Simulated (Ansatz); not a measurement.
**Energy profile**

The step: CH₃Cl ([CH3][Cl]) + CH₃ → CH₂Cl ([CH2][Cl]) + CH₄; bonds formed: H1–C4; bonds broken: H1–C2 (atoms numbered as in the saddle structure below).

```
9
angstrom
H 0.0291 -0.0734 -0.0179
C 0.5041 0.6014 -1.0391
Cl 0.0326 2.2680 -0.8532
C -0.4759 -0.7650 1.0511
H 0.0527 0.1611 -1.9244
H 1.5843 0.4907 -0.9941
H 0.3498 -0.8146 1.7554
H -1.3027 -0.1405 1.3770
H -0.7744 -1.7277 0.6454
```

Electronic energies by CCSD(T) at an estimated basis limit (MP2 extrapolated from triple and quadruple zeta, plus CCSD(T) − MP2 in triple zeta), on PBE0-D4/def2-TZVP structures; C2H6Cl, doublet; no counterpoise correction; spin–orbit coupling, which lowers free halogen atoms and radicals such as OH and SH, is left out. Ansatz 0.2.0; basis: def2-TZVPP and def2-QZVPP; cores frozen in the correlated methods; orbitals are unrestricted. Extrapolation: Hartree–Fock as exp(−7.88 √X), correlation as X^−2.97.

Task: Give the profile in kJ/mol, counted from the separated reactants. (Judge from chemistry; the value comes from the calculation.)

Result: The calculation gives:
```csv
point,kJ/mol
"separated: CH3Cl (linked as [CH3][Cl]; H1, C2, Cl3, H5, H6; singlet) + CH3 (C4, H7, H8, H9; doublet)",0.0
start structure,-5.7
saddle,61.9
end structure,-24.6
"separated: CH4 (H1, C4, H7, H8, H9; singlet) + CH2Cl (linked as [CH2][Cl]; C2, Cl3, H5, H6; doublet)",-21.8
```

T1 diagnostic: at most 0.016. ⟨S²⟩ of the unrestricted Hartree–Fock references: 0.76 to 0.79 (a pure state has 0.75). The end structure is not quite a true minimum (one mode of 28i cm⁻¹).

For scale, one of the runs: CCSD(T)/def2-TZVPP, 188 basis functions, launched by `ansatz run in.yaml --threads 4 --pin off --events-out ev --progress --plain --max-ram 9574MiB`. Time: 64 s of wall clock on 4 CPU threads of a Oxide Virtual Turin-like; the host was shared. Peak host memory: 5.1 GiB.
